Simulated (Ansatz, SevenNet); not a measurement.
## Volume per atom of SnS (Pnma, No. 62) at several levels of theory

No measured value is used here.

```
level (code)            value (Å³/atom)
----------------------  ---------------
SevenNet-0                        25.65
LDA (Ansatz)                      22.71
BLYP (Ansatz)                     32.73
PBE (Ansatz)                      25.66
PBEsol (Ansatz)                   23.40
PBEsol+SOC (Ansatz)               23.40
RPBE (Ansatz)                       ___
PBE-D3(BJ) (Ansatz)                 ___
PBEsol-D3(BJ) (Ansatz)              ___
```

Question: Complete the blanks.

Answer: 
- RPBE (Ansatz, a first-principles code), value (Å³/atom): 29.07
- PBE-D3(BJ) (Ansatz), value (Å³/atom): 23.75
- PBEsol-D3(BJ) (Ansatz), value (Å³/atom): 22.16

SevenNet-0, LDA, BLYP, PBE, PBEsol, PBEsol+SOC, RPBE, PBE-D3(BJ), PBEsol-D3(BJ): the relaxation could not lower the start's symmetry, so the cell can be a saddle point above a distorted one. LDA: LDA has no dispersion term either, though it tends to give short spacings of layers, chains or molecules. BLYP, RPBE: for a layered or molecular solid the relaxed cell lies over 5 % above the published volume, where the minimum can be shallow. BLYP, PBE, PBEsol, PBEsol+SOC, RPBE: the cell comes from a level without a dispersion term, which matters for the spacing of layers, chains or molecules. Cutoffs and k meshes differ between the levels. Ansatz's density-functional and Hartree–Fock values are scalar-relativistic unless marked +SOC, with PAW data made under PBE.

Machine-learned potentials (SevenNet-0) are trained on DFT data: a solid inside that data is no test of them.
